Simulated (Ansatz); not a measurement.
Method: frozen-core CCSD(T)/cc-pVTZ // PBE0-D3(BJ)/def2-TZVP (Ansatz, a first-principles code).

Ansatz 0.2 input:
```yaml
crystal:
  periodic: [false, false, false]
  atoms:
    - { symbol: F, position_ang: [-0.84921, -1.390171, 0.000216] }
    - { symbol: Al, position_ang: [0.000026, 0.000037, 0.000102] }
    - { symbol: F, position_ang: [1.628592, -0.040416, -0.000367] }
    - { symbol: F, position_ang: [-0.779408, 1.43055, 0.000051] }
basis:
  gaussian: { orbitals: cc-pVTZ }
correlation:
  method: ccsd_t
```

Output:

```
Functional definition: HF
778 factors; integrals over basis functions are off by at most 1.3e-3 eV
mean field evaluation 1: about -14706.9317 eV, gradient 4.7e1 eV
mean field evaluation 2: about -14706.9978 eV, gradient 4.7e1 eV
mean field evaluation 4: about -14710.2789 eV, gradient 1.4e0 eV
mean field evaluation 8: about -14710.3051 eV, gradient 9.5e-5 eV
mean field evaluation 16: about -14710.1557 eV, gradient 1.4e0 eV
mean field -14710.30511887 eV, -540.5937421157 hartree, gradient 8.2e-7 eV, S^2 0.000000; 0 other end points of the search recorded, 0 dependent functions left out
8 core orbitals not correlated
reference -14710.30511887 eV, -540.5937421157 hartree; 12, 12 occupied and 104, 104 virtual orbitals, 778 factors
second order -22.60095472 eV of doubles, -0.00000000 eV of singles
cycle   1  -22.01729408 eV  change    5.8e-1 eV  update   9.4e-2
cycle   2  -22.41762549 eV  change   -4.0e-1 eV  update   2.7e-2
cycle   3  -22.51881184 eV  change   -1.0e-1 eV  update   1.3e-2
cycle   4  -22.50022379 eV  change    1.9e-2 eV  update   2.7e-3
cycle   5  -22.49667953 eV  change    3.5e-3 eV  update   9.4e-4
cycle   6  -22.49732509 eV  change   -6.5e-4 eV  update   3.0e-4
cycle   7  -22.49722923 eV  change    9.6e-5 eV  update   8.0e-5
cycle   8  -22.49716722 eV  change    6.2e-5 eV  update   2.3e-5
cycle   9  -22.49717370 eV  change   -6.5e-6 eV  update   6.0e-6
perturbative correction -0.62323444 eV, -0.0229034431 hartree
Total energy: -14733.42552701 eV, -541.4434014432 hartree
```

Cost: about 13 core-seconds (a rough figure).
